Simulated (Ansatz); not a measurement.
`N/C=C/CS` + `CC` → `CC/C=C/N` + CH₃SH  (formal exchange of groups at a C–C bond)

Gas-phase electronic energies from Ansatz, PBE0-D4/def2-TZVP geometries. CCSD(T)/CBS adds triple-zeta CCSD(T) − MP2 to the extrapolated MP2 energy (def2 sets, frozen cores). This one scheme is used for every species. Double bonds are as drawn, so ΔE can hold a change between cis and trans. Functionals use def2-TZVPP. B3LYP here is the variant with VWN-RPA as its local correlation; programs differ in this. Each species was taken in one conformer, which may not be the lowest.

| level | ΔE (kcal/mol) | difference from CCSD(T)/CBS |
| --- | --- | --- |
| PBE-D4 | 1.9 | 0.9 |
| r2SCAN-D4 | 1.7 | 0.7 |
| PBE0-D4 | 1.5 | 0.5 |
| B3LYP-D4 | 1.8 | 0.8 |
| ωB97X-V | 0.8 | -0.2 |
| ωB97M-V | 1.0 | 0.0 |
| B2PLYP | 1.4 | 0.4 |
| PBE | 1.7 | 0.7 |
| r2SCAN | 1.6 | 0.6 |
| PBE0 | 1.3 | 0.3 |
| B3LYP | 1.5 | 0.5 |
| HF/def2-TZVPP | 0.6 | -0.4 |
| MP2/def2-TZVPP | 1.3 | 0.3 |
| SCS-MP2/def2-TZVPP | 1.1 | 0.1 |
| CCSD/def2-TZVPP | 0.7 | -0.3 |
| CCSD(T)/def2-TZVPP | 0.9 | -0.1 |
| HF/def2-QZVPP | 0.6 | -0.4 |
| MP2/def2-QZVPP | 1.4 | 0.4 |
| SCS-MP2/def2-QZVPP | 1.1 | 0.1 |
| HF/CBS(def2) | 0.6 | -0.4 |
| MP2/CBS(def2) | 1.4 | 0.4 |
| CCSD/CBS(def2) | 0.8 | -0.2 |
| CCSD(T)/CBS | 1.0 | 0 |

Largest T1 diagnostic among the species: 0.011.
